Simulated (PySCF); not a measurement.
# BH2Cl (SMILES BCl): CCSDTQ/STO-6G

Aim: the energy change on altering one bond length of BH2Cl at CCSDTQ/STO-6G, from 2 runs. Input form: a Python script.

Program for the calculation: PySCF 2.14.0.

8 further runs of the same task are left out: 8 set aside as unsound or not needed.

## (1) The molecule

BH2Cl: 4 atoms, total charge 0, spin state singlet. SMILES: `BCl`. Geometry: relaxed at PBE0-D4/def2-TZVP.

Bond lengths: B1–Cl2 1.733 Å, B1–H3 1.190 Å, B1–H4 1.190 Å. Angles: Cl2–B1–H3 118.1°, Cl2–B1–H4 118.1°, H3–B1–H4 123.7°.

## (2) The energy at CCSDTQ/STO-6G

Input file job.py:

```python
from pyscf import gto, cc

system = gto.Mole()
system.atom = 'B -0.116700 0.021700 -0.075300; Cl 1.365000 -0.395300 0.721200; H -1.106200 -0.559500 0.240400; H -0.086600 0.872800 -0.906600'
system.max_memory = 1860
system.verbose = 3
system.spin = 0
system.basis = 'sto-6g'
system.build()

myscf = system.RHF()
myscf.conv_tol = 1e-10
myscf.kernel()
if not myscf.converged:
    myscf = myscf.newton().run(myscf.mo_coeff, myscf.mo_occ)

mycc = cc.CCSDTQ(myscf, frozen=6)
mycc.kernel()
etot = mycc.e_tot
print('Final energy', etot)
```

Started as:

```console
OMP_NUM_THREADS=1 python job.py
```

The program printed:

```text
converged SCF energy = -483.791962626822
_make_eris_incore_RCCSDTQ

WARN: A large `blksize` is being used, which may cause large memory consumption
      for storing contraction intermediates. If memory is sufficient, consider using
      `pyscf.cc.rccsdtq_highm.RCCSDTQ` instead.

RCCSDTQ converged
E(RCCSDTQ) = -483.8535953235024   E_corr = -0.06163269667998179
E_corr(same-spin) = -0.00572085146249901
E_corr(oppo-spin) = -0.0559118452174828
Final energy -483.85359532350236
```

It took 4.5 s on 1 thread of Arm Neoverse V1, shared host; peak memory 0.12 GiB.

## (3) The distorted shape at the same level

Input file job.py:

```python
from pyscf import gto, scf, cc

mol = gto.M(
    atom='''
B       -0.152820      -0.999606       0.922247
Cl       1.328880      -1.416606       1.718747
H       -1.142320      -1.580806       1.237947
H       -0.086600       0.872800      -0.906600
''',
    spin=0,
    verbose=3,
    charge=0,
    max_memory=1860,
    basis='sto-6g',
)

hf = scf.RHF(mol)
hf.conv_tol = 1e-10
hf.kernel()
if not hf.converged:
    hf = hf.newton().run(hf.mo_coeff, hf.mo_occ)

mycc = cc.CCSDTQ(hf, frozen=6)
mycc.kernel()
etot = mycc.e_tot
print('E = %.10f Eh' % etot)
```

Started as:

```console
OMP_NUM_THREADS=1 python job.py
```

The program printed:

```text
converged SCF energy = -483.473789350479
_make_eris_incore_RCCSDTQ

WARN: A large `blksize` is being used, which may cause large memory consumption
      for storing contraction intermediates. If memory is sufficient, consider using
      `pyscf.cc.rccsdtq_highm.RCCSDTQ` instead.

RCCSDTQ converged
E(RCCSDTQ) = -483.6659443257093   E_corr = -0.1921549752300243
E_corr(same-spin) = -0.00598559809521835
E_corr(oppo-spin) = -0.186169377134806
E = -483.6659443257 Eh
```

It took 5.4 s on 1 thread of Arm Neoverse V1, shared host; peak memory 0.11 GiB.

## (4) Results

At CCSDTQ/STO-6G, 6 core orbitals frozen:

| quantity | value |
| --- | --- |
| first shape: total energy | -483.85360 Eh |
| first shape: dipole moment (Hartree–Fock density) | 1.51 D |
| first shape: HOMO energy (Hartree–Fock orbitals) | -10.69 eV |
| first shape: LUMO energy (Hartree–Fock orbitals) | 5.48 eV |
| first shape: HOMO–LUMO gap (Hartree–Fock orbitals) | 16.17 eV |
| first shape: correlation energy (6 core orbitals frozen) | -61.6 mEh |
| first shape: T1 diagnostic | 0.014 |
| distorted shape: total energy | -483.66594 Eh |
| distorted shape: dipole moment (Hartree–Fock density) | 1.21 D |
| distorted shape: HOMO energy (Hartree–Fock orbitals) | -6.11 eV |
| distorted shape: LUMO energy (Hartree–Fock orbitals) | 2.85 eV |
| distorted shape: HOMO–LUMO gap (Hartree–Fock orbitals) | 8.97 eV |
| distorted shape: correlation energy (6 core orbitals frozen) | -192.2 mEh |
| distorted shape: T1 diagnostic | 0.020 |
| energy change with the B1–H4 bond stretched from 1.190 to 2.618 Å | 5.106 eV |

In words: With the B1–H4 bond stretched from 1.190 to 2.618 Å the energy rises by 5.11 eV (493 kJ/mol). The first shape isn't relaxed at this level, so the change isn't measured from a minimum. The minimal basis adds a large error of its own. Mulliken charges (first shape) of the mean-field density run from -0.22 on Cl2 to +0.30 on B1. Mulliken charges (distorted shape) of the mean-field density run from -0.19 on Cl2 to +0.31 on B1; they depend strongly on the basis.
